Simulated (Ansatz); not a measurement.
A made-up structure of CH5SSi (charge +1), closed shell:

```
8
angstrom
C 0.5652 -0.4549 1.2030
S -1.2397 -0.2611 -0.1549
Si -0.6930 0.5403 -1.4403
H 0.6502 0.9792 -1.5806
H -1.6089 0.8205 -2.4886
H 0.2348 0.0465 2.0765
H 0.6564 -1.5071 1.2941
H 1.3298 0.0301 0.6519
```

It is relaxed with PBE-D4/def2-SVP and then PBE0-D4/def2-TZVP (Ansatz 0.2.0). Atoms count as bonded within 1.22 times the sum of their covalent radii (H–H: 0.88 Å). The end point is not checked to be a true minimum.

Task: Does its bonding change? (Judge from chemistry; the calculation decides.)

Result: By the calculation: Yes. Formed: C1–S2; broken: none.

Where it ends: The first stage lowers the energy by 4.83 eV in 6 steps. It ends as CH₅SSi ([CH3][S][SiH2]), total charge +1:
C1  (0.421, -0.460, 1.136)
S2  (-1.118, -0.387, 0.160)
Si3  (-0.606, 0.602, -1.516)
H4  (0.772, 1.082, -1.719)
H5  (-1.668, 0.816, -2.511)
H6  (0.209, 0.035, 2.082)
H7  (0.631, -1.516, 1.299)
H8  (1.254, 0.022, 0.629)
(Å)

Labels in which every atom is bracketed show which atoms are joined, not bond orders.

For scale, one of the runs: PBE0-D4/def2-TZVP relaxation, 135 basis functions, launched by `ansatz run in.yaml --threads 2 --pin off --events-out ev --progress --plain --max-ram 4352MiB`. The run took about 11 s on 2 CPU threads of an Arm Neoverse V2 (shared host).
